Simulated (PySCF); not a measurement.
C3H5FO2.
Atom-mapped SMILES: `[OH:1][CH2:2][C@@H:3]1[O:4][C@@H:5]1[F:6]`

Structure used (PBE0-D3(BJ)/def2-SVP), in Å, numbered top down from 1:
```xyz
11
C3H5FO2 angstrom
O      2.007   -0.021   -0.652
C      0.922   -0.634   -0.018
C     -0.380   -0.049   -0.486
O     -0.588    1.325   -0.091
C     -1.416    0.375    0.448
F     -1.260    0.141    1.765
H      1.956    0.920   -0.447
H      0.951   -1.704   -0.278
H      0.977   -0.559    1.084
H     -0.650   -0.248   -1.533
H     -2.482    0.427    0.189
```

Definitions: NICS(0) = −σiso at the ring centroid; NICS(1) = −σiso and NICS(1)zz = −σzz at ±1 Å along the ring normal z. Level: GIAO HF/pcSseg-2 (PySCF, non-relativistic, gas phase) on the PBE0-D3(BJ)/def2-SVP geometry, one conformer.

Ring bond lengths (Å): C3–O4 1.445, O4–C5 1.370, C5–C3 1.458.

Question: What do the NICS probes read (ppm)?

Answer: 
```json
{"ring": "C3–O4–C5", "type": "3-membered ring with O; formal bonds all single", "NICS(0)": "-43.7", "NICS(1), two faces": "-7.2 / -5.0", "NICS(1)zz, two faces": "-23.1 / -13.8", "rms pucker (Å)": "0.00", "centre to ring atoms, mean (Å)": "0.82"}
```

Question: What can be read from them?

Answer: 
- C3–O4–C5: mean NICS(1)zz -18.5 ppm, shielded. C3, C5 have four or more neighbours, and the NICS criterion for π rings isn't applied. The two faces differ by 9.3 ppm, so no symmetry operation interchanges them. NICS(0) lies 38 ppm below the mean NICS(1).

Question: What field does 7.05 T along the ring normal induce along that normal at the second NICS(1) probe listed for ring C3–O4–C5, 1 Å off the ring?

Answer: NICSzz × B0 = -13.8 ppm × 7.05 T = -97 μT, against the applied field.

Question: Give the inner angles of the rings.

Answer: 
- C3–O4–C5: C3 56.3°, O4 62.4°, C5 61.3°; sum 180.0° against 180° for a flat convex ring.

Question: How do the values depend on the level or the medium?

Answer: 
```tsv
level	NICS(0), C3–O4–C5	mean NICS(1)zz, C3–O4–C5
HF/pcSseg-2, gas	-43.7	-18.5
PBE0/pcSseg-1, gas	-42.6	-17.8
PBE0/pcSseg-1, IEF-PCM benzene	-42.4	-17.7
PBE0/pcSseg-1, IEF-PCM chloroform	-42.3	-17.6
```

The geometry is the same throughout; the continuum's cavity takes Bondi-type radii × 1.2.

On one thread of an Arm Neoverse N1 (shared host), this took 31 s and 1.1 GiB of memory at its peak. This is the whole shielding run at HF/pcSseg-2, SCF included.
